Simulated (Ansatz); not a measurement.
Consider the homolysis of the H–Mg bond: `[MgH2]` → H• + `[MgH]`•.

Gas-phase electronic energies from Ansatz, PBE0-D4/def2-TZVP geometries. CCSD(T)/CBS adds triple-zeta CCSD(T) − MP2 to the extrapolated MP2 energy (def2 sets, frozen cores). This one scheme is used for every species, atoms too. Functionals use def2-TZVPP. No spin–orbit coupling; open shells (•) take unrestricted orbitals. Bonds to Mg are less sure, by a few kJ/mol each and by 10 to 20 or more in all where they break to atoms, as the def2 sets lack core-valence functions.

`[MgH2]`:

```xyz
3

Mg    0.000    0.000    0.000
H     0.578    1.132   -1.136
H    -0.578   -1.132    1.136
```

`[MgH]`•:

```xyz
2

Mg   -0.659   -0.050   -0.567
H     0.659    0.050    0.567
```

```csv
level,ΔE (kJ/mol)
BLYP-D4,297.1
PBE0-D4,285.1
r2SCANh-D4,290.5
BHLYP-D4,299.9
PBE,284.6
r2SCAN,290.8
HF/def2-TZVPP,216.3
CCSD(T)/def2-TZVPP,301.2
```

(1) What does CCSD(T)/CBS give? (An estimate is asked.)

(2) What do rigid-rotor, harmonic-oscillator terms from PBE0-D4/def2-TZVP frequencies (298.15 K, 1 bar) make of the CCSD(T)/CBS value? (An estimate is asked.)

Largest T1 diagnostic among the species: 0.012.

## Answers

(1) Ansatz gave: +318.2 kJ/mol. The listed levels differ from it by -21.1, -33.1, -27.7, -18.3, -33.6, -27.4, -101.9, -17.0 kJ/mol.

(2) Ansatz gave: ΔZPE = -16.0 kJ/mol, ΔH = +307.0 kJ/mol, ΔS = 113 J/(mol·K), ΔG = +273.2 kJ/mol. Open shells count their whole term as degenerate.

Leaving LDA and LC-ωPBE aside and taking each functional with its dispersion term where it has one, the values, not all of them listed here, spread over 40.8 kJ/mol, from revPBE-D4 to B97M-V. LDA lies +29.7 kJ/mol from PBE without D4, its usual overbinding. At CCSD(T), def2-SVP lies −29.0 kJ/mol from the extrapolated value and def2-TZVPP −17.0 kJ/mol: correlation converges slowly with the basis, and small sets miss more of it in the bonded molecule than in its fragments.
